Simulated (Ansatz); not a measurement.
Write a Python script for Ansatz's Python interface that makes a geometry optimisation of C3H5N3, SMILES Cc1nc[nH]n1. Use: PBE, def2-SVP basis, multiplicity 1.

```xyz
11

C    -1.8281   -0.0536    0.1831
C    -0.3610   -0.0024    0.0305
N     0.4734   -0.9291    0.6007
C     1.6644   -0.5248    0.2276
N     1.5464    0.5946   -0.5324
N     0.2602    0.9517   -0.6750
H    -2.1273   -0.9098    0.7955
H    -2.1962    0.8560    0.6676
H    -2.3131   -0.1482   -0.7934
H     2.6114   -0.9854    0.4684
H     2.2698    1.1510   -0.9727
```

The script, `c3h5n3.py`:
```python
"""Geometry optimisation of C3H5N3."""

import itertools
import warnings

import ansatz
from ase.data import atomic_numbers, covalent_radii
import numpy as np

GEOMETRY = """
C    -1.82810   -0.05360    0.18310
C    -0.36100   -0.00240    0.03050
N     0.47340   -0.92910    0.60070
C     1.66440   -0.52480    0.22760
N     1.54640    0.59460   -0.53240
N     0.26020    0.95170   -0.67500
H    -2.12730   -0.90980    0.79550
H    -2.19620    0.85600    0.66760
H    -2.31310   -0.14820   -0.79340
H     2.61140   -0.98540    0.46840
H     2.26980    1.15100   -0.97270
"""


def main() -> None:
    warnings.simplefilter("ignore", ansatz.DeckWarning)

    molecule = ansatz.Crystal.molecule()
    for line in GEOMETRY.strip().splitlines():
        symbol, *xyz = line.split()
        molecule = molecule.atom(symbol, [float(v) for v in xyz])

    calc = (
        molecule.calculation()
        .basis(gaussian="def2-SVP")
        .functional("PBE")
    )
    symbols = [site.symbol for site in molecule.cartesian_sites]
    start = np.array([site.position_ang for site in molecule.cartesian_sites], dtype=float)
    def progress(event):
        if event["event"] == "relax_step":
            row = event["data"]
            print(f"step {row['step']:3d}  E = {row['lagrangian_ev']:.6f} eV  largest force component {row['allowed_force_max_ev_ang']:.4f} eV/A")


    r = calc.relax(force_tolerance=0.01).session().plan().execute(on_event=progress).report
    end = np.array(r["positions_ang"])

    print(f"E = {r['free_energy_ev']:.6f} eV = {r['free_energy_ev'] / 27.211386246:.7f} Ha")
    print("converged:", r["converged"], " doubts:", r["published_state_doubts"] or "none")

    # pairs closer than 1.2 times the sum of covalent radii, before or after
    radius = [covalent_radii[atomic_numbers[s]] for s in symbols]
    span = lambda where, i, j: np.linalg.norm(where[i] - where[j])
    bonded = [(i, j) for i, j in itertools.combinations(range(len(symbols)), 2) if min(span(start, i, j), span(end, i, j)) < 1.2 * (radius[i] + radius[j])]
    print("pair        before    after (A)")
    for i, j in bonded:
        print(f"{symbols[i]}{i}-{symbols[j]}{j}".ljust(10), f"{span(start, i, j):8.4f} {span(end, i, j):8.4f}")
    with open("c3h5n3_opt.xyz", "w") as handle:
        handle.write(f"{len(symbols)}\nrelaxed C3H5N3\n")
        handle.writelines(f"{s:2s} {x:11.6f} {y:11.6f} {z:11.6f}\n" for s, (x, y, z) in zip(symbols, end))


if __name__ == "__main__":
    main()
```

`python c3h5n3.py` gives:
```text
step   1  E = -7647.421176 eV  largest force component 0.5865 eV/A
step   2  E = -7647.457184 eV  largest force component 0.1836 eV/A
step   3  E = -7647.459904 eV  largest force component 0.0543 eV/A
step   4  E = -7647.459963 eV  largest force component 0.0159 eV/A
step   5  E = -7647.459974 eV  largest force component 0.0028 eV/A
E = -7647.460006 eV = -281.0389716 Ha
converged: True  doubts: none
pair        before    after (A)
C0-C1        1.4759   1.4964
C0-H6        1.0944   1.1048
C0-H7        1.0944   1.1086
C0-H8        1.0944   1.1086
C1-N2        1.3712   1.3732
C1-N5        1.3394   1.3410
N2-C3        1.3119   1.3266
C3-N4        1.3582   1.3593
C3-H9        1.0803   1.0978
N4-N5        1.3424   1.3502
N4-H10       1.0133   1.0219
```

File `c3h5n3_opt.xyz` afterwards:
```text
11
relaxed C3H5N3
C    -1.849730   -0.051876    0.183622
C    -0.361609   -0.006450    0.033348
N     0.476741   -0.932862    0.603065
C     1.681096   -0.524192    0.225840
N     1.563011    0.596150   -0.534817
N     0.266120    0.946090   -0.671616
H    -2.128393   -0.922387    0.804163
H    -2.233465    0.869344    0.666497
H    -2.350878   -0.139468   -0.801386
H     2.644094   -0.991338    0.469920
H     2.292913    1.156987   -0.978736
```

What to keep in mind:
- Total energies depend on the basis set; only differences at equal settings carry meaning.
- The end point is the stationary point reached from this start; no frequency run checks that it is a minimum, and the basis set is modest.
- It ran for 24 s on 1 thread of Arm Neoverse V2 (shared host), peak memory 0.22 GiB.

(Lines on the test bed's own set-up are left out of the output.)
